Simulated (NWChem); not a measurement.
# NO2F (nitryl fluoride): levels of theory compared

Aim: a comparison of 3 runs (B3LYP/6-31G*, M06-2X/cc-pVTZ, PBE/cc-pVTZ) of NO2F (nitryl fluoride). 

Program for the calculation: NWChem 7.3.0.

1 further run of the same task is left out (it didn't finish).

## (1) Starting point

The species is NO2F (4 atoms), meant as a singlet with charge 0. SMILES: `O=[N+]([O-])F`. Geometry: relaxed at PBE0-D4/def2-TZVP.

Bond lengths: O1–N2 1.170 Å, N2–O3 1.170 Å, N2–F4 1.442 Å. Angles: O1–N2–O3 135.6°, O1–N2–F4 112.2°, O3–N2–F4 112.2°.

## (2) Energy and forces at B3LYP/6-31G(d) (Cartesian functions) (run 1)

fno2.xyz

```xyz
4

O      0.188290     0.469930     1.120250
N      0.079720    -0.071800     0.089140
O      0.476580    -1.068680    -0.376880
F     -0.744590     0.670550    -0.832510
```

run.py

```python
from ase.io import read
from ase.calculators.nwchem import NWChem

mol = read('fno2.xyz')

calc = NWChem(
    label='fno2',
    theory='dft',
    memory='2200 mb',
    basis='6-31G*',
    dft={'xc': 'b3lyp', 'mult': '1', 'grid': 'xfine', 'convergence': 'energy 1e-08', 'iterations': '100', 'mulliken': None, 'print': 'low'},
)
mol.calc = calc

forces = mol.get_forces()
e = mol.get_potential_energy()
print(f"E = {e:.6f} eV")
print("forces (eV/A):")
for s, f in zip(mol.symbols, forces):
    print(f"{s:2s} {f[0]:10.5f} {f[1]:10.5f} {f[2]:10.5f}")
```

The run is started by

```bash
$ export ASE_NWCHEM_COMMAND="nwchem PREFIX.nwi > PREFIX.nwo"
$ python run.py
```

The log of the run:

```text
E = -8296.163288 eV
forces (eV/A):
O     0.23258    0.80486    1.70315
N    -0.57264    0.51587   -0.64056
O     0.68988   -1.63568   -0.67157
F    -0.34977    0.31496   -0.39101
```

The calculator wrote fno2.nwi:

```
title "fno2"

permanent_dir fno2

scratch_dir fno2

start fno2

geometry units angstrom nocenter noautosym noautoz
  O  1.8829000000000001e-01 4.6993000000000001e-01 1.1202500000000000e+00
  N  7.9719999999999999e-02 -7.1800000000000003e-02 8.9139999999999997e-02
  O  4.7658000000000000e-01 -1.0686800000000001e+00 -3.7687999999999999e-01
  F  -7.4458999999999997e-01 6.7054999999999998e-01 -8.3250999999999997e-01
end

memory 2200 mb

basis noprint
   * library 6-31G*
end

dft
  xc b3lyp
  mult 1
  grid xfine
  convergence energy 1e-08
  iterations 100
  mulliken
  print low
end

task dft gradient
```

fno2.nwo, shortened:

```text
[...]
         Total DFT energy =     -304.878379987347
      One electron energy =     -666.189208027275
           Coulomb energy =      271.259889108865
    Exchange-Corr. energy =      -34.425576347631
 Nuclear repulsion energy =      124.476515278695
[... 9 lines left out ...]
    Atom       Charge   Shell Charges
 -----------   ------   -------------------------------------------------------
[...]
                         DFT ENERGY GRADIENTS
    atom               coordinates                        gradient
                 x          y          z           x          y          z
   1 O       0.355817   0.888039   2.116966   -0.004523  -0.015652  -0.033121
   2 N       0.150649  -0.135682   0.168450    0.011136  -0.010032   0.012457
   3 O       0.900606  -2.019512  -0.712200   -0.013416   0.031809   0.013060
   4 F      -1.407071   1.267156  -1.573216    0.006802  -0.006125   0.007604
 Task  times  cpu:        7.6s     wall:        7.6s
 Total times  cpu:        7.6s     wall:        7.6s
```

Wall time 8.7 s (1 thread of Intel Xeon 6975P-C (Granite Rapids), shared host); peak memory 0.13 GiB.

## (3) Energy and forces at M06-2X/cc-pVTZ (run 2)

Edit fno2.xyz of step 2 so:

```diff
@@ -1,3 +1,3 @@
 4
-
+FNO2 M06-2X
 O      0.188290     0.469930     1.120250
```

fno2.nw

```
start fno2
title "FNO2 M06-2X"
memory total 2200 mb
charge 0

geometry units angstrom noautosym nocenter noautoz
load format xyz fno2.xyz
end

basis "ao basis" spherical bse
* library cc-pVTZ
end

dft
xc m06-2x
grid fine
convergence energy 1e-08
iterations 100
mulliken
end

task dft gradient
```

The run is started by

```bash
$ nwchem fno2.nw > fno2.out
```

The log of the run:

```text
[...]
          Wavefunction type:  closed shell.
          No. of atoms     :     4
          No. of electrons :    32
[...]
          Charge           :     0
          Spin multiplicity:     1
[...]
          AO basis - number of functions:   120
[...]
              XC Information
              --------------
                       M06-2X Method XC Functional
                     Hartree-Fock (Exact) Exchange  0.540
                        M06-2X Exchange Functional  1.000
                      M06-2X Correlation Potential  1.000
[...]
 d= 0,ls=0.0,diis     1   -304.6159685598 -4.29D+02  8.99D-03  2.97D+00     2.3
[...]
 d= 0,ls=0.0,diis    11   -304.8925387240 -4.22D-10  3.91D-08  9.72D-11    21.3
         Total DFT energy =     -304.892538723985
      One electron energy =     -665.872235583299
           Coulomb energy =      270.803659588571
    Exchange-Corr. energy =      -34.300478007953
 Nuclear repulsion energy =      124.476515278695
[...]
      Total Density - Mulliken Population Analysis
     ---------------------------------------------
    Atom       Charge   Shell Charges
 -----------   ------   -------------------------------------------------------
    1 O    8     8.17   1.95  0.25  1.01  0.59  1.26  2.04  1.02  0.01  0.04  0.00
    2 N    7     6.47   1.95  0.23  0.89  0.14  0.95  1.59  0.39  0.04  0.28  0.02
    3 O    8     8.17   1.95  0.25  1.01  0.59  1.26  2.04  1.02  0.01  0.04  0.00
    4 F    9     9.18   1.95  0.28  1.06  0.65  1.54  2.34  1.35  0.00  0.01  0.00
[...]
  wavefunction    = closed shell
                         DFT ENERGY GRADIENTS
    atom               coordinates                        gradient
                 x          y          z           x          y          z
   1 O       0.355817   0.888039   2.116966    0.000309   0.000584   0.001567
   2 N       0.150649  -0.135682   0.168450    0.004982  -0.004493   0.005573
   3 O       0.900606  -2.019512  -0.712200    0.000696  -0.001483  -0.000446
   4 F      -1.407071   1.267156  -1.573216   -0.005987   0.005392  -0.006695
[...]
```

Wall time 31 s (1 thread of Intel Xeon 6975P-C (Granite Rapids), shared host); peak memory 0.13 GiB.

## (4) Energy and forces at PBE/cc-pVTZ (run 3)

work.nw

```
start work
memory stack 880 mb heap 220 mb global 1100 mb

geometry noautosym nocenter noautoz
   O        0.188290       0.469930       1.120250
   N        0.079720      -0.071800       0.089140
   O        0.476580      -1.068680      -0.376880
   F       -0.744590       0.670550      -0.832510
end

basis spherical bse
   * library cc-pVTZ
end

dft
   xc xpbe96 cpbe96
   grid fine
   convergence energy 1e-08
   maxiter 100
   mulliken
   noprint "final vectors analysis"
end

task dft gradient
```

The run is started by

```bash
$ nwchem work.nw > work.out
```

The log of the run:

```text
[...]
          Wavefunction type:  closed shell.
          No. of atoms     :     4
          No. of electrons :    32
[...]
          Charge           :     0
          Spin multiplicity:     1
[...]
          AO basis - number of functions:   120
[...]
              XC Information
              --------------
          PerdewBurkeErnzerhof Exchange Functional  1.000
            Perdew 1991 LDA Correlation Functional  1.000 local
           PerdewBurkeErnz. Correlation Functional  1.000 non-local
[...]
 d= 0,ls=0.0,diis     1   -304.4138662864 -4.29D+02  1.29D-02  3.59D+00     2.2
[...]
 d= 0,ls=0.0,diis    10   -304.7392186628 -2.03D-09  7.73D-07  6.48D-08    17.8
         Total DFT energy =     -304.739218662811
      One electron energy =     -666.344582389453
           Coulomb energy =      271.277481989869
    Exchange-Corr. energy =      -34.148633541922
 Nuclear repulsion energy =      124.476515278695
[...]
      Total Density - Mulliken Population Analysis
     ---------------------------------------------
    Atom       Charge   Shell Charges
 -----------   ------   -------------------------------------------------------
    1 O    8     8.13   1.94  0.26  1.01  0.56  1.28  2.02  1.01  0.01  0.04  0.00
    2 N    7     6.58   1.95  0.24  0.87  0.14  1.00  1.61  0.45  0.04  0.26  0.02
    3 O    8     8.13   1.94  0.26  1.01  0.56  1.28  2.02  1.01  0.01  0.04  0.00
    4 F    9     9.16   1.94  0.29  1.06  0.65  1.56  2.30  1.35  0.00  0.01  0.00
[...]
  wavefunction    = closed shell
                         DFT ENERGY GRADIENTS
    atom               coordinates                        gradient
                 x          y          z           x          y          z
   1 O       0.355817   0.888039   2.116966   -0.003509  -0.016128  -0.031366
   2 N       0.150649  -0.135682   0.168450   -0.000686   0.000622  -0.000752
   3 O       0.900606  -2.019512  -0.712200   -0.012202   0.030273   0.013788
   4 F      -1.407071   1.267156  -1.573216    0.016397  -0.014767   0.018331
[...]
```

Run time: 27 s. Hardware: 1 thread of Intel Xeon 6975P-C (Granite Rapids), shared host; peak memory 0.13 GiB.

## (5) Overview of the runs

| run | level | Cartesian functions | integration grid | energy (Eh) | largest force (eV/Å) | wall time |
| --- | --- | --- | --- | --- | --- | --- |
| 1 | B3LYP/6-31G* (Cartesian functions) | yes | xfine | -304.878380 | 1.898 | 8.7 s |
| 2 | M06-2X/cc-pVTZ | no | fine | -304.892539 | 0.539 | 31 s |
| 3 | PBE/cc-pVTZ | no | fine | -304.739219 | 1.823 | 27 s |

## (6) Results

```
                       quantity          value
            run 3: total energy  -304.73922 Eh
           run 3: dipole moment         0.32 D
run 3: largest force on an atom     1.823 eV/Å
```

**Reading.** Totals of different functionals can't be ranked against each other. All runs together took 67 s, the longest 31 s.
